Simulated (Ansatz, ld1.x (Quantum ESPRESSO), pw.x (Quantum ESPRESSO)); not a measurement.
germanium: one change to the PAW potential, in the atom and in the diamond crystal

germanium, PAW, made with ld1.x (Quantum ESPRESSO) 7.5 (PBEsol, scalar-relativistic). Core [Ar] 3d10, reference 4s1.5 4p2.5. Waves: 4s (bound): rcut 1.45, rcutus 1.75 bohr; 4s channel at 2 Ry: rcut 1.45, rcutus 1.75 bohr; 4p (bound): rcut 1.55, rcutus 1.90 bohr; 4p channel at 1.45 Ry: rcut 1.55, rcutus 1.90 bohr; 4d channel at 0.1 Ry: rcut 1.50, rcutus 1.95 bohr. Local part: all-electron potential smoothed inside 1.30 bohr (lloc = -1). Core correction: Bessel-smoothed model core inside 1.65 bohr. Augmentation charge: PSQ, inside the norm-conserving radii.

Change: local potential all-electron potential smoothed inside 1.75 bohr (lloc = -1).

Cutoffs, loose and tight: the cutoffs (Ry, on a coarse ladder) from which the occupation-weighted sum of valence levels, in a spherical-Bessel basis at the reference potential, stays within 10 and 1 mRy of its value at 400 Ry. They do not see the model core or the augmentation charge, which bear on the density cutoff. Test errors are all-electron minus pseudo excitation energies from the reference, over the configurations 4s2 4p2; 4s2 4p1; 4s2 4p0; 4s1 4p3; 4s2 4p2.3; 4s1 4p0; 4s1 4p2; variants that change the core or the reference have their own tests.

Crystal test: diamond Ge in pw.x 7.5, no spin, 8³ k-points, Fermi–Dirac smearing 0.01 Ry, cutoffs set for each file from its atomic test. The reference is all-electron LAPW (Ansatz 0.2.0) with the same functional, mesh and smearing; V0 and B0 come from Birch–Murnaghan fits to the pressures at five volumes. Errors are pseudo minus all-electron; Δ is the rms difference of the E(V) curves that follow from these fits, minima aligned, over ±6 % about the mean V0. Mesh and smearing are coarse, so the numbers serve the comparison and aren't converged zero-temperature values; the lattice is a test structure that the element need not adopt.

All-electron: a0 = 5.678 Å (V0 = 22.88 Å³/atom), B0 = 65.5 GPa.

Problem. Does the change bring the crystal closer to the all-electron result?

Solution. The mean pressure error goes from +0.18 to +0.28 GPa, so the change moves the solid further from the all-electron pressures.

```json
{"quantity": "outcome (atom)", "base": "generated", "changed": "generated"}
{"quantity": "cutoff, loose (atom)", "base": "8 Ry", "changed": "8 Ry"}
{"quantity": "cutoff, tight (atom)", "base": "15 Ry", "changed": "15 Ry"}
{"quantity": "bound ghosts (atom)", "base": "none", "changed": "none"}
{"quantity": "largest test error (meV) (atom)", "base": "-283", "changed": "-284"}
{"quantity": "cutoffs in pw.x (Ry)", "base": "40/320", "changed": "40/320"}
{"quantity": "a0 (Å)", "base": "5.683", "changed": "5.686"}
{"quantity": "a0 error (%)", "base": "+0.09", "changed": "+0.14"}
{"quantity": "B0 error (%)", "base": "+1.5", "changed": "+1.3"}
{"quantity": "Δ (meV/atom)", "base": "0.9", "changed": "1.4"}
{"quantity": "mean pressure error (GPa)", "base": "+0.18", "changed": "+0.28"}
```

 The atomic cutoffs weigh occupied waves only.
